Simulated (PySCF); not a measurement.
Stepwise substitution at one centre (B F-NH2). Gas-phase values, no solvent. Strings in code marks are SMILES.

The numbers are results of PySCF with PBE-D3(BJ)/def2-TZVP // B3LYP-D3(BJ)/def2-TZVP, not measurements. Excitations are Tamm–Dancoff values on a coarser integration grid. The basis has no diffuse functions, so Rydberg states are missing or too high.

```json
[
 {"species": "0 of 3 F replaced by NH2 (`FB(F)F`)", "S1–T1 gap (TDA) (eV)": "0.26", "S1 oscillator strength": "?"},
 {"species": "1 of 3 F replaced by NH2", "S1–T1 gap (TDA) (eV)": "?", "S1 oscillator strength": "0.045"},
 {"species": "2 of 3 F replaced by NH2 (`NB(N)F`)", "S1–T1 gap (TDA) (eV)": "0.25", "S1 oscillator strength": "0.000"},
 {"species": "3 of 3 F replaced by NH2 (`NB(N)N`)", "S1–T1 gap (TDA) (eV)": "0.19", "S1 oscillator strength": "0.000"}
]
```

What belongs in the gaps?


- 0 of 3 F replaced by NH2 (`FB(F)F`), S1 oscillator strength: 0.000
- 1 of 3 F replaced by NH2, S1–T1 gap (TDA) (eV): 0.39
